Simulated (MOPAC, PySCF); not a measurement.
C$_{3}$H$_{4}$, SMILES `C=C=C`, neutral singlet in the gas phase. 

Cartesian coordinates (Å):
SMILES: C=C=C
```xyz
7

C     -1.3001     0.0122    -0.0030
C      0.0000    -0.0002     0.0000
C      1.3001    -0.0123     0.0029
H     -1.8577     0.7123     0.6084
H     -1.8683    -0.6771    -0.6168
H      1.8558    -0.6301     0.6990
H      1.8703     0.5951    -0.6905
```
Charge 0, multiplicity 1.

All levels are single points at this geometry (B3LYP-D3(BJ)/def2-TZVP); Pople sets use spherical d functions. Orbital energies aren't observables, and empty levels follow the basis.

```tsv
level	HOMO (eV)	LUMO (eV)	gap (eV)	dipole (D)	vertical IE, Delta-SCF (eV)
B3LYP-D3(BJ)/def2-TZVP in PySCF	-7.50	0.06	7.56	0.00	10.08
B3LYP/6-311+G** in PySCF	-7.52	-0.09	7.43	0.00	–
PBE/6-31G* in PySCF	-6.21	-0.22	5.99	0.00	9.84
HF/3-21G in PySCF	-10.21	4.92	15.13	0.00	–
PM3 in MOPAC	-10.17	1.11	11.28	0.00	–
PM7 in MOPAC	-10.42	0.96	11.39	0.00	–
```
